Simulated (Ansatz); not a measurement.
**A relaxation, step by step**

CH₇Si, doublet, PBE-D4/def2-SVP (Ansatz 0.2.0). Settings:

```yaml
hamiltonian: {xc: pbe, dispersion: d4}
relax: {f_tol: 0.03, max_steps: 60, escape_saddle: false}
```

Start, the saddle point found with PBE0-D4 in triple zeta (not stationary at another level):

```
9
angstrom
H -0.0769 -0.0121 -0.0418
Si 1.3279 0.2218 0.6843
C -1.5099 -0.2522 -0.7784
H 1.3067 1.5209 1.4085
H 1.5779 -0.8775 1.6546
H 2.4177 0.2411 -0.3278
H -1.5130 -1.3330 -0.8529
H -1.3512 0.3010 -1.6962
H -2.1792 0.1899 -0.0503
```

```
              step  energy less the last (meV)  largest force component (eV/Å)
                 1                       914.8                           0.618
                 2                       874.0                           0.549
                 3                       769.5                           1.210
                 4                       347.6                           1.267
5 (rejected trial)                       415.3                           4.776
                 6                       170.6                           0.723
                 7                        86.2                           0.328
                 8                        29.4                           0.058
                 9                        12.5                           0.304
                10                         2.5                           0.087
                11                         1.0                           0.048
                12                         0.0                           0.014
```

Step 2, positions (Å) and forces (eV/Å):

| atom | x | y | z | Fx | Fy | Fz |
| --- | --- | --- | --- | --- | --- | --- |
| H1 | -0.097 | -0.016 | -0.052 | -0.549 | -0.091 | -0.283 |
| Si2 | 1.330 | 0.222 | 0.685 | 0.164 | 0.027 | 0.085 |
| C3 | -1.501 | -0.250 | -0.774 | 0.476 | 0.080 | 0.244 |
| H4 | 1.307 | 1.533 | 1.415 | 0.002 | 0.077 | 0.044 |
| H5 | 1.581 | -0.888 | 1.664 | 0.018 | -0.064 | 0.059 |
| H6 | 2.428 | 0.241 | -0.337 | 0.067 | 0.001 | -0.059 |
| H7 | -1.511 | -1.344 | -0.854 | -0.035 | -0.163 | -0.029 |
| H8 | -1.350 | 0.307 | -1.706 | -0.011 | 0.075 | -0.151 |
| H9 | -2.187 | 0.194 | -0.043 | -0.132 | 0.058 | 0.089 |

Step 10, positions (Å) and forces (eV/Å):

```csv
atom,x,y,z,Fx,Fy,Fz
H1,-0.750,-0.124,-0.387,0.060,0.010,0.031
Si2,1.851,0.309,0.954,0.083,0.014,0.043
C3,-1.723,-0.287,-0.888,-0.087,-0.015,-0.045
H4,1.782,1.635,1.668,-0.002,-0.049,-0.029
H5,2.057,-0.825,1.927,-0.013,0.040,-0.038
H6,2.922,0.317,-0.109,-0.044,-0.001,0.036
H7,-1.878,-1.371,-1.046,0.002,-0.004,0.000
H8,-1.725,0.232,-1.865,0.002,0.003,-0.003
H9,-2.535,0.114,-0.254,-0.001,0.002,0.004
```

Step 11, positions (Å) and forces (eV/Å):

| atom | x | y | z | Fx | Fy | Fz |
| --- | --- | --- | --- | --- | --- | --- |
| H1 | -0.772 | -0.128 | -0.398 | -0.020 | -0.003 | -0.010 |
| Si2 | 1.882 | 0.314 | 0.970 | -0.009 | -0.001 | -0.004 |
| C3 | -1.747 | -0.291 | -0.901 | 0.012 | 0.002 | 0.006 |
| H4 | 1.812 | 1.635 | 1.680 | -0.010 | 0.048 | 0.023 |
| H5 | 2.086 | -0.815 | 1.939 | 0.000 | -0.043 | 0.032 |
| H6 | 2.947 | 0.321 | -0.089 | 0.032 | -0.001 | -0.043 |
| H7 | -1.901 | -1.375 | -1.058 | -0.001 | -0.008 | -0.001 |
| H8 | -1.748 | 0.229 | -1.876 | 0.000 | 0.004 | -0.007 |
| H9 | -2.558 | 0.110 | -0.266 | -0.006 | 0.003 | 0.005 |

Last step (12):

H1  (-0.795, -0.132, -0.410)
Si2  (1.914, 0.319, 0.986)
C3  (-1.770, -0.295, -0.913)
H4  (1.839, 1.643, 1.696)
H5  (2.114, -0.813, 1.955)
H6  (2.977, 0.326, -0.077)
H7  (-1.925, -1.379, -1.071)
H8  (-1.772, 0.225, -1.889)
H9  (-2.582, 0.106, -0.278)
(Å)

The run took about 6 s on 2 CPU threads of an AMD EPYC 9R45 (shared host).
